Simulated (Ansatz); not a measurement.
# CH3BN (doublet): wave-function methods side by side at distance B1–H4 along a hydrogen transfer = 1.243 Å, cc-pVDZ

Aim: climb from Hartree-Fock through coupled cluster and multireference methods for CH3BN (doublet) at one geometry and basis, and see what each rung misses.

Method: cc-pVDZ, core rule «outside noble gas», up to 3 orbitals frozen; program: Ansatz 0.2.0, Gaussian basis.

The runs, in order: UHF; CCSD(T) on ROHF; CCSD(T) on UHF; BCCD(T) on ROHF; CISD; CCSDT(Q) on ROHF; CCSDT(Q) on UHF; CASSCF and MRCISD+Q, 3 electrons in 3 orbitals; CASSCF and NEVPT2, 3 electrons in 3 orbitals; CASSCF and MRCISD+Q, 9 electrons in 9 orbitals; CASSCF and MRCISD+Q(relaxed), 9 electrons in 9 orbitals; CASSCF and NEVPT2, 9 electrons in 9 orbitals.

## (1) What is computed

The geometry derives from fragments relaxed apart (PBE0/def2-TZVP) and kept rigid, so it is no stationary point. A hydrogen atom is moved between rigid fragments.

6 atoms, charge 0, spin multiplicity 2.

Atoms are counted from 1 here; the program's logs count them from 0.

Bond lengths: B1–H2 1.193 Å, B1–H3 1.193 Å, B1–H4 1.243 Å, N5–C6 1.160 Å. Angles: H2–B1–H3 120.0°, H2–B1–H4 120.0°, H3–B1–H4 120.0°.

Geometry (Å):

```xyz
6
CH3BN
B    -2.1266    0.0000    0.0000
H    -2.7234    1.0336    0.0000
H    -2.7234   -1.0336    0.0000
H    -0.8836    0.0000    0.0000
N     1.6645    0.0000    0.0000
C     0.5044    0.0000    0.0000
```

## (2) UHF

in.yaml reads:

```yaml
crystal:
  periodic: [false, false, false]
  atoms:
    - {symbol: B, position_ang: [-2.126623, 0.000000, 0.000000]}
    - {symbol: H, position_ang: [-2.723356, 1.033571, 0.000000]}
    - {symbol: H, position_ang: [-2.723357, -1.033571, 0.000000]}
    - {symbol: H, position_ang: [-0.883623, 0.000000, 0.000000]}
    - {symbol: N, position_ang: [1.664461, 0.000000, 0.000000]}
    - {symbol: C, position_ang: [0.504377, 0.000000, 0.000000]}
basis:
  gaussian: {orbitals: cc-pVDZ}
magnetization: {spin_polarized: true, initial_magnetization: 1}
hamiltonian: {xc: hf}
output: {orbitals: {seedname: orbitals}}
```

Run with:

```sh
$ ansatz run in.yaml --threads 1 --pin off --events-out ev --progress --plain --max-ram 2816MiB --backend cpu
```

After this run come: CCSD(T) on ROHF; CCSD(T) on UHF; BCCD(T) on ROHF; CISD; CCSDT(Q) on ROHF; CCSDT(Q) on UHF; CASSCF and MRCISD+Q, 3 electrons in 3 orbitals; CASSCF and NEVPT2, 3 electrons in 3 orbitals; CASSCF and MRCISD+Q, 9 electrons in 9 orbitals; CASSCF and MRCISD+Q(relaxed), 9 electrons in 9 orbitals; CASSCF and NEVPT2, 9 electrons in 9 orbitals.

Before running them: what should the planned runs give, taken together? Wanted: UCCSDT(Q) below the RHF energy; RMP2 from UCCSDT(Q); UMP2 from UCCSDT(Q); RCCSD from UCCSDT(Q); RCCSD(T) from UCCSDT(Q); UCCSD(T) from UCCSDT(Q); RCCSDT(Q) from UCCSDT(Q); NEVPT2 pair from UCCSDT(Q); MRCISD+Q pair from UCCSDT(Q).

The runs gave:

| quantity | value |
| --- | --- |
| UCCSDT(Q) below the RHF energy | -11.4748 eV |
| RMP2 from UCCSDT(Q) | +28.84 kcal/mol |
| UMP2 from UCCSDT(Q) | +42.31 kcal/mol |
| RCCSD from UCCSDT(Q) | +11.36 kcal/mol |
| RCCSD(T) from UCCSDT(Q) | +1.52 kcal/mol |
| UCCSD(T) from UCCSDT(Q) | +2.14 kcal/mol |
| RCCSDT(Q) from UCCSDT(Q) | +0.01 kcal/mol |
| NEVPT2 pair from UCCSDT(Q) | +28.56 kcal/mol |
| MRCISD+Q pair from UCCSDT(Q) | +7.01 kcal/mol |
| MRCISD+Q frontier from UCCSDT(Q) | +2.03 kcal/mol |
| levels within 1 kcal/mol (43 meV) | RCCSDT(Q) |
| T1 diagnostic | 0.024 |

What this shows: RCCSD(T) misses by +1.52 kcal/mol, 0.6 % of the correlation energy. CCSD(T) misses by +1.52 kcal/mol on the restricted determinant and by +2.14 kcal/mol on the unrestricted one; the two need not hold the same state or core. Of the multireference levels listed MRCISD+Q(relaxed) frontier comes nearest in total energy (+1.15 kcal/mol), which doesn't show that its space is the better one. These misses are within one basis, not against nature; the frozen cores of restricted and unrestricted runs differ, which can shift their rows.
